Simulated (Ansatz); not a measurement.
Elements on the sites of an ideal fcc lattice, at a guessed lattice constant:

```
Rh Pd Ag
1.0
    -6.05082    4.03388    2.01694
     6.05082    4.03388   -2.01694
    -2.01694   -4.03388   -6.05082
Rh Pd Ag
6 2 12
Direct
  0.10000 0.70000 0.80000
  0.70000 0.90000 0.60000
  0.35000 0.45000 0.30000
  0.40000 0.80000 0.20000
  0.80000 0.60000 0.40000
  0.85000 0.95000 0.30000
  0.45000 0.15000 0.10000
  0.90000 0.30000 0.20000
  0.05000 0.35000 0.90000
  0.55000 0.85000 0.90000
  0.15000 0.05000 0.70000
  0.20000 0.40000 0.60000
  0.25000 0.75000 0.50000
  0.60000 0.20000 0.80000
  0.65000 0.55000 0.70000
  0.30000 0.10000 0.40000
  0.00000 0.00000 0.00000
  0.75000 0.25000 0.50000
  0.50000 0.50000 0.00000
  0.95000 0.65000 0.10000
```

Cell and atoms were relaxed without symmetry on coarser meshes and computed once more. Method: DFT PBE, scalar-relativistic, plane waves, PAW in Ansatz.

Plane waves to 420 eV, a k mesh through Γ of 6×6×5 on the computed 20-atom cell and Gaussian smearing (0.10 eV); no spin polarisation.

The relaxation ran on 2×2×2 (shifted) and then 4×4×3 k points with a smearing of 0.1 eV, from sites shaken by 0.02 Å.

Problem. What does the relaxation give?

Solution. A volume of 16.33 Å³/atom and no gap on the mesh. It lies 0.16 eV/atom above the elements' standard states (static lattices, no corrections for gases). The atoms leave their sites by 0.08 Å (root mean square) and 0.16 Å at most, and the cell stretches by up to 1.1 % at fixed volume.

```
CELL_PARAMETERS angstrom
-5.98863 4.04078 2.06127
5.98011 4.02025 -2.04564
-1.96874 -4.04009 -6.10306
ATOMIC_POSITIONS crystal
Rh 0.10881 0.71052 0.81392
Rh 0.68906 0.88598 0.57496
Rh 0.36765 0.46974 0.29991
Rh 0.40299 0.79593 0.19454
Rh 0.79275 0.60282 0.40212
Rh 0.82979 0.93587 0.30413
Pd 0.44967 0.15203 0.10621
Pd 0.90046 0.29915 0.20607
Ag 0.04899 0.35282 0.90196
Ag 0.55036 0.85182 0.90308
Ag 0.14281 0.04088 0.69764
Ag 0.19800 0.39512 0.59351
Ag 0.24664 0.74360 0.49717
Ag 0.59976 0.19354 0.79918
Ag 0.65605 0.55539 0.69854
Ag 0.29639 0.09936 0.39535
Ag 0.99799 0.00792 0.00389
Ag 0.75247 0.25282 0.49997
Ag 0.49690 0.49180 0.99268
Ag 0.94897 0.65219 0.10445
```

Spin polarisation was left out, and a magnetic state may lie lower.

Cost: 2 runs of about 16 core-minutes in all (earlier runs that led there not counted), on Intel Xeon Platinum 8375C (Ice Lake) (shared hosts).